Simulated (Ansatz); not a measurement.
## Zinc-blende HgTe

Level of theory: PBEsol (Ansatz, a program for electronic structure, PAW).

Settings: plane-wave cutoff 520 eV, 20×20×20 k mesh, Fermi–Dirac smearing 0.05 eV, perturbation theory, scalar-relativistic PAW data made under PBE.

Cell (relaxed at this level):

Space group F-43m (No. 216); a = 6.509 Å, b = 6.509 Å, c = 6.509 Å, α = 90.00°, β = 90.00°, γ = 90.00°

```json
[
 {"atom": "Hg", "site": "4a", "symmetry": "-43m", "x": "0.0000", "y": "0.0000", "z": "0.0000"},
 {"atom": "Te", "site": "4c", "symmetry": "-43m", "x": "0.2500", "y": "0.2500", "z": "0.2500"}
]
```
(The calculation used a cell of 2 atoms; values per cell refer to that cell.)

```json
{
  "TO(Γ) frequency": "109 cm⁻¹"
}
```

Measured, for comparison: zone-centre TO phonon frequency 116 cm⁻¹ (temperature not stated, not corrected to a static lattice, Raman; as tabulated in Cardona et al. (2009), arXiv:0908.2634). Computed (rounded) less measured: zone-centre TO phonon frequency -6 %.

Note: the solid has no gap at this level, which affects its response.

Spin–orbit coupling is not included; it can shift volumes and moduli of such heavy elements.
